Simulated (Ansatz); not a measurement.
simple cubic against fcc along the alkaline-earth metals

The calculation used DFT, PBEsol, plane waves (420 eV) with PAW, scalar-relativistic (Ansatz 0.2.0). (PAW data from PBE, frozen cores regenerated.)

Each structure is relaxed within its symmetry, in the lowest magnetic state of the tried starts. Differences under about 8 meV lie within the error of the k-point mesh.

```json
{"element": "Be", "E(simple cubic) − E(fcc) (meV/atom)": "943", "V(simple cubic) (Å³/atom)": "10.15", "V(fcc) (Å³/atom)": "7.80", "state of simple cubic": "spin not included", "state of fcc": "spin not included"}
{"element": "Mg", "E(simple cubic) − E(fcc) (meV/atom)": "381", "V(simple cubic) (Å³/atom)": "26.89", "V(fcc) (Å³/atom)": "22.67", "state of simple cubic": "spin not included", "state of fcc": "spin not included"}
{"element": "Ca", "E(simple cubic) − E(fcc) (meV/atom)": "394", "V(simple cubic) (Å³/atom)": "41.73", "V(fcc) (Å³/atom)": "40.60", "state of simple cubic": "spin not included", "state of fcc": "spin not included"}
{"element": "Sr", "E(simple cubic) − E(fcc) (meV/atom)": "?", "V(simple cubic) (Å³/atom)": "?", "V(fcc) (Å³/atom)": "?", "state of simple cubic": "?", "state of fcc": "?"}
{"element": "Ba", "E(simple cubic) − E(fcc) (meV/atom)": "279", "V(simple cubic) (Å³/atom)": "55.22", "V(fcc) (Å³/atom)": "58.50", "state of simple cubic": "spin not included", "state of fcc": "spin not included"}
```

Fill in the row of Sr.

E(simple cubic) − E(fcc) (meV/atom): 388; V(simple cubic) (Å³/atom): 53.82; V(fcc) (Å³/atom): 52.23; state of simple cubic: spin not included; state of fcc: spin not included.
